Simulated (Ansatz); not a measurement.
**Predicting a hybrid from its neighbours: C3H4O (propargyl alcohol)**

C3H4O has 8 atoms, charge 0, and is taken as a singlet. As SMILES, `C#CCO`. Geometry: relaxed at PBE0-D4/def2-TZVP. This is one conformer, not always the lowest.

The electronic atomisation energy y, in eV, basis def2-SVPD; a is the functional's share of exact exchange. Programs: Ansatz 0.2.0.

| functional | program | a | y (eV) |
| --- | --- | --- | --- |
| PBE | Ansatz | 0 | 35.99 |
| BLYP | Ansatz | 0 | 34.83 |
| B3LYP | Ansatz | 0.2 | 34.74 |
| PBE0 | Ansatz | 0.25 | ? |
| BHLYP | Ansatz | 0.5 | 33.46 |

Problem. Fit y = c + s·a to the known rows and predict PBE0.

Solution. 
1. Means of the 4 rows: a = 0.1750, y = 34.755.
2. Σ(Δa)² = 0.1675, Σ(Δa·Δy) = -0.6505, so the slope is -0.6505/0.1675 = -3.8836.
3. Intercept: 34.755 − (-3.8836) × 0.1750 = 35.435. The largest residual of the fit is 0.61.
4. PBE0: 35.435 + (-3.8836) × 0.25 = 34.46 eV.

The run gave 35.09 eV, so the prediction is off by -0.63 eV, about the largest residual. The rows mix families of semi-local functionals, which the line can't see.
